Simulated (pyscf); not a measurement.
PySCF, gas phase, ωB97X-D3(BJ)/def2-SVP geometries.

**Question.** Estimate the classical barrier height and the reaction energy of HN=SiH₂ (SMILES N=[SiH2]) + H₂ (SMILES [H][H]) -> H₂N–SiH₃ (SMILES N[SiH3]) at ωB97X-D3(BJ)/def2-TZVP. The step runs on the singlet surface, breaks H–H and forms H–N, H–Si; take the separated reactants as zero.

**Answer.** ΔE‡ = 25.3 kcal/mol, ΔE = -60.1 kcal/mol. ωB97M-D3(BJ)/def2-TZVP gives 25.9 kcal/mol and -57.7 kcal/mol. Zero-point energy shifts the barrier by +2.4 kcal/mol. It is an addition across a multiple bond or ene-type step, with an imaginary mode of 1403i cm⁻¹. At the saddle there is also a short H–Si contact that neither side keeps. HN=SiH₂ lies 18.2 kcal/mol over its isomer H₂N–SiH: [singlet] (electronic energy, ωB97M-D3(BJ)/def2-TZVP). This is the saddle that the search found; another between the same sides may lie lower.
